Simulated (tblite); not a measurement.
C₃H₆NO (doublet state).
Structure used (GFN2-xTB), in Å, numbered top down from 1:
```
atom  x, y, z in Å
C1    -1.7640   -0.3779   -0.7791
C2    -0.6327    0.0545    0.0500
O3     0.5578   -0.5781   -0.3939
C4     1.7287   -0.1768    0.1247
N5     2.0069    0.6968    0.9728
H6    -1.5815   -0.9161   -1.6853
H7    -2.7623   -0.1360   -0.4794
H8    -0.8093   -0.1856    1.1148
H9    -0.5036    1.1563   -0.0026
H10    2.5389   -0.7525   -0.3123
H11    1.2265    1.2181    1.3644
```

Calculated harmonic vibrations of the isolated species, GFN2-xTB (tblite), most abundant isotopes, no scaling. The method is semi-empirical: single wavenumbers can be off by several per cent or more. One conformer, not necessarily the lowest. Open shells enter through the occupations alone, without spin polarisation, and single modes of such species can be off by tens of per cent.

Harmonic wavenumbers (cm⁻¹): 45.2, 112.7, 219.8, 274.5, 376.9, 407.8, 660.0, 755.1, 833.3, 920.2, 1037.2, 1054.6, 1097.3, 1148.9, 1162.1, 1192.8, 1300.2, 1320.9, 1362.3, 1431.0, 1735.7, 2711.8, 2803.0, 3023.7, 3159.7, 3216.0, 3356.3.

A = 18687, B = 2955, C = 2603 MHz; mass 72.045 u (most abundant isotopes); point group C1, symmetry number 1; spin multiplicity 2.

Problem. What is the zero-point energy?

Solution. Half the sum of the wavenumbers: 18360 cm⁻¹ = 219.63 kJ/mol.

Problem. Entropy at 273.15 K, 1 bar (ideal gas, RRHO, classical rotation)?

Solution. Translation 160.38, rotation 104.42, vibration 57.92, spin (R ln 2) 5.76: S = 328.5 J/(mol K).

Problem. And Cp and H(273.15 K) − H(0)?

Solution. Cp = 91.71 J/(mol K), of which vibrations give 58.45 (their classical limit is 27 R = 224.5); H(273.15 K) − H(0) = 17.26 kJ/mol without the zero-point energy, 8.18 from vibrations.

Problem. What must be added to the electronic energy to get the Gibbs energy at 273.15 K and 1 bar?

Solution. ZPE + [H(273.15 K) − H(0)] − T·S = 219.63 + 17.26 − 89.72 = 147.17 kJ/mol.

Problem. How do the functions run with temperature in this model?

Solution. 
```tsv
T (K)	S (J/(mol K))	Cp (J/(mol K))	H − H(0) (kJ/mol)	G − H(0) (kJ/mol)	ln q(vib)
100	257.1	56.4	4.46	-21.24	1.03
200	302.4	76.4	11.12	-49.36	2.39
300	337.3	97.6	19.80	-81.40	3.72
500	397.1	138.0	43.55	-155.01	6.33
800	471.4	177.5	91.41	-285.68	10.11
1000	512.9	194.8	128.72	-384.20	12.48
```

q(vib) and H(0) count from the zero-point level.

Problem. Blend soft modes into free rotors: weight 1/[1 + (100 cm⁻¹/ν̃)⁴] for the oscillator and the rest for a rotor with moment μB/(μ + B), μ = h/(8π²ν), B = 10⁻⁴⁴ kg m². What vibrational entropy results?

Solution. 52.18 J/(mol K) in place of 57.92, which changes −T·S at 273.15 K by +1.57 kJ/mol.

Problem. Which modes carry the vibrational entropy at 273.15 K?

Solution. 45.2 cm⁻¹: 20.27; 112.7 cm⁻¹: 12.77; 219.8 cm⁻¹: 7.55; 274.5 cm⁻¹: 5.94; 376.9 cm⁻¹: 3.86; 407.8 cm⁻¹: 3.39 J/(mol K); the other 21 give 4.15 together.

Hindered rotation and anharmonicity are outside this model. Other conformers, if any are populated, would add a mixing term that is left out. The structure is chiral; the term R ln 2 for an equal mix with its mirror image is left out.

On one thread of an Arm Neoverse V2, shared host with 96 logical CPUs at a one-minute load of 21, this took 0.12 s. This covers the Hessian and the dipole derivatives.
